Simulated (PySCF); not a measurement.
# CH4: the cost of one run

The runs use PySCF 2.14.0, with density-fitted response routines of our own; the level of theory stands in each step. All values are computed, except where a source is named. Atoms are numbered from 0 throughout.

### Step 1. The molecule as given

5 atoms, charge 0, multiplicity 1; geometry from: MMFF94s.

Bonds of the start (Å): C0–H1 1.09, C0–H2 1.09, C0–H3 1.09, C0–H4 1.09.

### Step 2. Optimising the geometry at PBE0-D3(BJ)/def2-SVP

What the job is given:

```
{"job": {"xc": "PBE0", "basis": "def2-SVP", "d3": "d3bj", "grid": 1, "kind": "geom"}, "charge": 0, "multiplicity": 1}
C      0.000000    -0.000000    -0.000000
H     -0.713421    -0.284783    -0.776420
H      0.116222     1.085975     0.007020
H     -0.368383    -0.333017     0.972776
H      0.965582    -0.468176    -0.203376
```

Command:

```
> OMP_NUM_THREADS=1 python probes_run.py task.json out
```

The driver reads the jobs from task.json and runs them one after another.

**Question.** How long does this first job take on 1 thread of Arm Neoverse N1, shared host, and how much memory does it need?

About 1.7 s, with a peak of 0.22 GiB.
